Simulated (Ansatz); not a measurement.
**SiH4O (Si(OH)H3): levels of theory compared**

Aim: a comparison of 6 runs (PBE/STO-3G, SVWN5/STO-3G, UPBE/STO-3G, r2SCAN/STO-3G, CCSDT/STO-3G, FCI/STO-3G) of SiH4O (Si(OH)H3). 

Program for the calculation: Ansatz 0.2.0.

57 further runs of the same task are left out: 2 that didn't finish, 55 set aside as unsound or not needed.

## Step 1: Starting point

The species is SiH4O (6 atoms), meant as a singlet with charge 0. As SMILES, `[H][Si]([H])([H])O`. The O2–Si1 distance was set to 4.063 Å, away from the relaxed value. At this shape a bond of the SMILES string is far longer than usual.

Bond lengths: O2–H3 0.953 Å, Si1–H4 1.464 Å, Si1–H5 1.464 Å, Si1–H6 1.453 Å. Angles: H4–Si1–H5 108.8°, H4–Si1–H6 112.9°, H5–Si1–H6 112.9°.

## Step 2: The energy at PBE/STO-3G (run 1)

The input, run.yaml:

```yaml
crystal:
  periodic: [false, false, false]
  atoms:
    - symbol: Si
      position_ang: [-0.060540, -0.149560, -2.845461]
    - symbol: O
      position_ang: [-0.059540, -0.091910, 1.217130]
    - symbol: H
      position_ang: [0.327320, 0.620940, 1.717260]
    - symbol: H
      position_ang: [1.312550, -0.147360, -3.354401]
    - symbol: H
      position_ang: [-0.760980, 1.023790, -3.370741]
    - symbol: H
      position_ang: [-0.761200, -1.394260, -3.113981]
basis:
  gaussian: {orbitals: STO-3G}
hamiltonian: {xc: {name: PBE}}
accuracy: high
```

Command:

```bash
ansatz run run.yaml --threads 1 --pin off --max-ram 2610MiB --events-out events.jsonl --progress --plain --runs-dir runs
```

Log:

```text
Warning: RAYON_NUM_THREADS=1 ignored (pool sized by the plan → 1); use --threads N
Functional definition: PBE
  name "PBE"
  parameter kappa = 0.804
  parameter beta = 0.06672455060314922
  exchange = pbe_x(kappa = kappa, mu = beta*pi^2/3)
  correlation = pbe_c(beta = beta)
275 factors; integrals over basis functions are off by at most 2.3e-8 eV
mean field evaluation 1: about -9843.2045 eV, gradient 3.2e1 eV
mean field evaluation 2: about -9492.9351 eV, gradient 1.1e2 eV
mean field evaluation 4: about -9838.1133 eV, gradient 3.2e1 eV
mean field evaluation 8: about -9845.7163 eV, gradient 1.9e1 eV
mean field evaluation 16: about -9855.8062 eV, gradient 1.9e-8 eV
mean field evaluation 32: about -9855.5130 eV, gradient 1.5e-1 eV
mean field -9855.80620448 eV, -362.1941975093 hartree, gradient 2.2e-9 eV, S^2 0.000000; 4 other end points of the search recorded, 0 dependent functions left out
reference -9855.80620669 eV, -362.1941975903 hartree; 13, 13 occupied and 5, 5 virtual orbitals, 275 factors
Total energy: -9855.80620669 eV, -362.1941975903 hartree
```

Run time: 2.1 s. Hardware: 1 thread of Intel Xeon Platinum 8488C (Sapphire Rapids), shared host.

## Step 3: A single-point energy at SVWN5/STO-3G (run 2)

The input, input.yaml:

```yaml
crystal:
  periodic: [false, false, false]
  atoms:
    - {symbol: Si, position_ang: [-0.060540, -0.149560, -2.845461]}
    - {symbol: O, position_ang: [-0.059540, -0.091910, 1.217130]}
    - {symbol: H, position_ang: [0.327320, 0.620940, 1.717260]}
    - {symbol: H, position_ang: [1.312550, -0.147360, -3.354401]}
    - {symbol: H, position_ang: [-0.760980, 1.023790, -3.370741]}
    - {symbol: H, position_ang: [-0.761200, -1.394260, -3.113981]}
basis:
  gaussian: {orbitals: STO-3G}
hamiltonian: {xc: {name: SVWN5}}
accuracy: high
```

Command:

```bash
ansatz run input.yaml --threads 1 --pin off --max-ram 2610MiB --events-out events.jsonl --progress --plain --runs-dir runs
```

Log:

```text
Warning: RAYON_NUM_THREADS=1 ignored (pool sized by the plan → 1); use --threads N
Functional definition: SVWN5
  name "SVWN5"
  exchange = slater_x
  correlation = vwn5_c
275 factors; integrals over basis functions are off by at most 2.3e-8 eV
mean field evaluation 1: about -9801.0960 eV, gradient 3.2e1 eV
mean field evaluation 2: about -9449.5144 eV, gradient 1.1e2 eV
mean field evaluation 4: about -9795.7282 eV, gradient 3.2e1 eV
mean field evaluation 8: about -9803.7964 eV, gradient 1.9e1 eV
mean field evaluation 16: about -9813.6503 eV, gradient 5.5e-7 eV
mean field evaluation 32: about -9813.3572 eV, gradient 1.6e-1 eV
mean field -9813.65025159 eV, -360.6449948150 hartree, gradient 8.2e-9 eV, S^2 0.000000; 3 other end points of the search recorded, 0 dependent functions left out
reference -9813.65025374 eV, -360.6449948937 hartree; 13, 13 occupied and 5, 5 virtual orbitals, 275 factors
Total energy: -9813.65025374 eV, -360.6449948937 hartree
```

Wall time 0.99 s (1 thread of Intel Xeon Platinum 8488C (Sapphire Rapids), shared host).

Runs 3 to 5 aren't shown in full; the table further down has their settings and results.

## Step 4: A single-point energy at FCI/STO-3G (run 6)

The input, job.yaml:

```yaml
crystal:
  periodic: [false, false, false]
  atoms:
    - {symbol: Si, position_ang: [-0.060540, -0.149560, -2.845461]}
    - {symbol: O, position_ang: [-0.059540, -0.091910, 1.217130]}
    - {symbol: H, position_ang: [0.327320, 0.620940, 1.717260]}
    - {symbol: H, position_ang: [1.312550, -0.147360, -3.354401]}
    - {symbol: H, position_ang: [-0.760980, 1.023790, -3.370741]}
    - {symbol: H, position_ang: [-0.761200, -1.394260, -3.113981]}
basis:
  gaussian: {orbitals: STO-3G}
accuracy: high
correlation: {method: fci, frozen_orbitals: {H: 0, O: 1, Si: 5}}
```

Command:

```bash
ansatz run job.yaml --threads 1 --pin off --max-ram 2610MiB --events-out events.jsonl --progress --plain --runs-dir runs
```

Log, cut to the lines that bear on the results:

```text
Warning: RAYON_NUM_THREADS=1 ignored (pool sized by the plan → 1); use --threads N
Functional definition: HF
  name "HF"
[...]
275 factors; integrals over basis functions are off by at most 2.3e-8 eV
[...]
mean field -9833.65732305 eV, -361.3802411296 hartree, gradient 8.6e-8 eV, S^2 0.000000; 3 other end points of the search recorded, 0 dependent functions left out; unrestricted orbitals would lower it
[...]
unrestricted determinant -9840.59041017 eV, -361.6350273820 hartree, S^2 1.0057
6 core orbitals not correlated: weight in the atoms' cores, before any rotation towards them, 1.000 or more for the frozen orbitals, at most 0.000 for the correlated occupied ones
reference -9833.65732305 eV, -361.3802411296 hartree; 7, 7 occupied and 5, 5 virtual orbitals, 275 factors
state -9842.66478169 eV, -361.7112591294 hartree
Total energy: -9842.66478169 eV, -361.7112591294 hartree
```

It took 5.1 s on 1 thread of Intel Xeon Platinum 8488C (Sapphire Rapids), shared host; peak memory 0.15 GiB.

## Step 5: All runs side by side

```
run          level  frozen core orbitals  energy (Eh)  wall time
  1     PBE/STO-3G                     –  -362.194198      2.1 s
  2   SVWN5/STO-3G                     –  -360.644995     0.99 s
  3    UPBE/STO-3G                     –  -362.240719      6.9 s
  4  r2SCAN/STO-3G                     –  -362.383377      4.2 s
  5   CCSDT/STO-3G                     6  -361.711439     0.55 s
  6     FCI/STO-3G                     6  -361.711259      5.1 s
```

## Step 6: Results

| quantity | value |
| --- | --- |
| run 6: total energy | -361.71126 Eh |
| run 6: correlation energy (6 core orbitals frozen) | -331.0 mEh |

Against full CI in this basis: CCSDT -0.2 mEh. Totals of different functionals can't be ranked against each other. In run 5 the log says that unrestricted orbitals would lower the reference, so the values rest on an unstable closed-shell determinant (other closed-shell runs at this shape may share the fault). In runs 1, 2, 3, 4, 5, 6 the basis is minimal, so the values are rough. In runs 1, 2, 4 a closed-shell determinant meets a far-stretched bond, which it describes badly. Spin contamination of the reference: run 3 ⟨S²⟩ = 0.99. Where it is this large, the reference is a mixture of spin states, and values that rest on it are in doubt. All runs together took 20 s, the longest 6.9 s.
